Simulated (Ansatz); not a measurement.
in.yaml

```yaml
crystal:
  periodic: [false, false, false]
  atoms:
    - {symbol: Al, position_ang: [-0.062019, 0.003873, -0.132589]}
    - {symbol: H, position_ang: [0.446570, 0.005528, 1.985951]}
    - {symbol: H, position_ang: [-0.319218, -0.005180, 1.956568]}
    - {symbol: H, position_ang: [0.731149, 1.387036, -0.188618]}
    - {symbol: H, position_ang: [0.801697, -1.491048, -0.204636]}
basis:
  gaussian: {orbitals: 6-31G}
magnetization: {spin_polarized: false, initial_magnetization: 1}
correlation: {method: fci, electrons: outside_noble_gas}
```

```sh
$ ansatz run in.yaml --threads 1 --pin off --events-out ev --progress --plain --max-ram 2393MiB
```

Log:

```
465 factors; integrals over basis functions are off by at most 8.5e-8 eV
mean field evaluation 1: about -6641.7229 eV, gradient 8.6e0 eV
mean field evaluation 2: about -6641.7248 eV, gradient 8.6e0 eV
mean field evaluation 4: about -6642.4010 eV, gradient 2.9e-1 eV
mean field evaluation 8: about -6642.4025 eV, gradient 1.7e-3 eV
mean field -6642.40250281 eV, -244.1037895962 hartree, gradient 2.1e-6 eV, S^2 0.750000; 0 other end points of the search recorded, 0 dependent functions left out
mean field evaluation 16: about -6642.3978 eV, gradient 6.3e-1 eV
5 core orbitals not correlated: weight in the atoms' cores, before any rotation towards them, 1.000 or more for the frozen orbitals, at most 0.000 for the correlated occupied ones
reference -6642.40250281 eV, -244.1037895962 hartree; 4, 3 occupied and 12, 13 virtual orbitals, 465 factors
state -6644.40360962 eV, -244.1773289151 hartree
Total energy: -6644.40360962 eV, -244.1773289151 hartree
```

Natural occupations: 1.9712 1.9634 1.9545 0.9953 0.0374 0.0246 0.0228 0.0118 0.0048 0.0044 0.0037 0.0031 0.0010 0.0009 0.0007 0.0004.

Ran on 1 thread of Arm Neoverse V2, shared host: 3.3 s wall, 0.17 GiB peak host memory.
